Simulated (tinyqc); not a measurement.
UHF in the sto-6g basis, for CH2, spin multiplicity 3, step by step. One step of it, computed by the program tinyqc.

Question. Iteration 11 (converged): orbitals. Diagonalise F' = X^T F X, C = X C', fill 5 alpha and 3 beta electrons from the bottom; D(s) = C_occ C_occ^T. Each column has its largest component positive (the first on a tie).

converged F(alpha) (hartree), lower triangle:
```
             1C 1s      1C 2s     1C 2px     1C 2py     1C 2pz      2H 1s      3H 1s
1C 1s   -11.149290
1C 2s    -2.881214  -1.544467
1C 2px    0.000000   0.000000  -0.376877
1C 2py    0.000348   0.004535   0.000000  -0.330287
1C 2pz   -0.005714  -0.011576   0.000000   0.004250  -0.367305
2H 1s    -0.802834  -0.758527   0.000000  -0.368304  -0.263951  -0.486216
3H 1s    -0.845417  -0.783077   0.000000   0.373750  -0.267104  -0.280732  -0.511321
```

converged F(beta) (hartree), lower triangle:
```
             1C 1s      1C 2s    1C 2px     1C 2py     1C 2pz      2H 1s      3H 1s
1C 1s   -11.089126
1C 2s    -2.826145  -1.145924
1C 2px    0.000000   0.000000  0.368491
1C 2py    0.000360   0.006576  0.000000  -0.187687
1C 2pz   -0.008369  -0.285580  0.000000   0.003576   0.215236
2H 1s    -0.785686  -0.686790  0.000000  -0.354305  -0.242248  -0.485431
3H 1s    -0.827548  -0.707467  0.000000   0.359355  -0.246678  -0.251594  -0.505360
```

X:
```
                1          2          3         4          5          6          7
1C 1s   -0.264669  -0.024352   0.790990  0.000000  -0.595053   0.001855   0.160483
1C 2s    1.322075   0.086962  -0.339538  0.000000  -0.292919   0.005245   0.425759
1C 2px   0.000000   0.000000   0.000000  1.000000   0.000000   0.000000   0.000000
1C 2py  -0.097995   1.097188   0.000916  0.000000  -0.003804   0.626121  -0.006915
1C 2pz   0.653849   0.045252   0.604754  0.000000   0.669595   0.004566   0.203821
2H 1s   -0.816661  -0.970493  -0.147151  0.000000   0.116026   0.384908   0.356617
3H 1s   -0.987467   0.846661  -0.144557  0.000000   0.115108  -0.370915   0.367729
```

Give: F' = X^T F X; orbital energies; coefficients C; F' = X^T F X; orbital energies; coefficients C; D(alpha) after iteration 11; D(beta) after iteration 11.

Answer.

F' = X^T F X (alpha) (hartree), lower triangle:
```
         1        2        3        4        5        6        7
1   0.6140
2  -0.0251   0.7247
3   0.6762   0.0790  -5.4531
4   0.0000   0.0000   0.0000  -0.3769
5  -0.3166  -0.0485   4.7765   0.0000  -5.0123
6  -0.0045   0.0374  -0.0193   0.0000   0.0212  -0.5429
7  -0.0045   0.0091  -2.2209   0.0000   2.2760  -0.0078  -1.9289
```

orbital energies (alpha) (hartree): MO1 -11.1526, MO2 -0.9128, MO3 -0.5440, MO4 -0.4463, MO5 -0.3769, MO6 0.7153, MO7 0.7419

coefficients C (alpha):
```
            MO1      MO2      MO3      MO4     MO5      MO6      MO7
1C 1s    0.9950  -0.2333  -0.0040   0.0803  0.0000   0.1147   0.1101
1C 2s    0.0231   0.7780   0.0225  -0.4485  0.0000  -0.8201  -0.8110
1C 2px   0.0000   0.0000   0.0000   0.0000  1.0000   0.0000   0.0000
1C 2py  -0.0002  -0.0063   0.5933   0.0121  0.0000  -0.7647   0.8177
1C 2pz   0.0034   0.0293  -0.0171   0.8218  0.0000  -0.5608  -0.5423
2H 1s   -0.0054   0.2039   0.4029   0.2488  0.0000   1.2858  -0.0053
3H 1s   -0.0056   0.2148  -0.4062   0.2307  0.0000   0.0600   1.3157
```

F' = X^T F X (beta) (hartree), lower triangle:
```
         1        2        3       4        5        6        7
1   0.7211
2  -0.0225   0.7979
3   0.5933   0.0712  -5.0756
4   0.0000   0.0000   0.0000  0.3685
5  -0.3836  -0.0547   5.1370  0.0000  -4.5742
6  -0.0105   0.1489  -0.0185  0.0000   0.0210  -0.4810
7   0.1365   0.0202  -2.2493  0.0000   2.2204  -0.0076  -1.8068
```

orbital energies (beta) (hartree): MO1 -11.0910, MO2 -0.7360, MO3 -0.4980, MO4 0.2873, MO5 0.3685, MO6 0.7936, MO7 0.8256

coefficients C (beta):
```
            MO1      MO2      MO3      MO4     MO5      MO6      MO7
1C 1s    0.9963  -0.1861  -0.0026  -0.1517  0.0000   0.1406   0.0781
1C 2s    0.0173   0.5333   0.0122   0.7376  0.0000  -0.9920  -0.5699
1C 2px   0.0000   0.0000   0.0000   0.0000  1.0000   0.0000   0.0000
1C 2py  -0.0001  -0.0101   0.4963   0.0046  0.0000  -0.5525   1.0266
1C 2pz   0.0033   0.1916   0.0036  -0.7170  0.0000  -0.7499  -0.4148
2H 1s   -0.0042   0.3300   0.4887  -0.2468  0.0000   1.1865  -0.3208
3H 1s   -0.0044   0.3489  -0.4704  -0.2433  0.0000   0.3786   1.2056
```

D(alpha) after iteration 11, lower triangle:
```
          1C 1s    1C 2s  1C 2px   1C 2py  1C 2pz    2H 1s   3H 1s
1C 1s    1.0509
1C 2s   -0.1946   0.8075
1C 2px   0.0000   0.0000  1.0000
1C 2py  -0.0001   0.0030  0.0000   0.3522
1C 2pz   0.0625  -0.3461  0.0000  -0.0004  0.6765
2H 1s   -0.0346   0.0560  0.0000   0.2408  0.2035   0.2658
3H 1s   -0.0356   0.0544  0.0000  -0.2395  0.2028  -0.0624  0.2643
```

D(beta) after iteration 11, lower triangle:
```
          1C 1s   1C 2s  1C 2px   1C 2py  1C 2pz    2H 1s   3H 1s
1C 1s    1.0273
1C 2s   -0.0821  0.2849
1C 2px   0.0000  0.0000  0.0000
1C 2py   0.0004  0.0007  0.0000   0.2464
1C 2pz  -0.0324  0.1023  0.0000  -0.0001  0.0367
2H 1s   -0.0669  0.1819  0.0000   0.2392  0.0650   0.3477
3H 1s   -0.0681  0.1802  0.0000  -0.2370  0.0651  -0.1147  0.3430
```
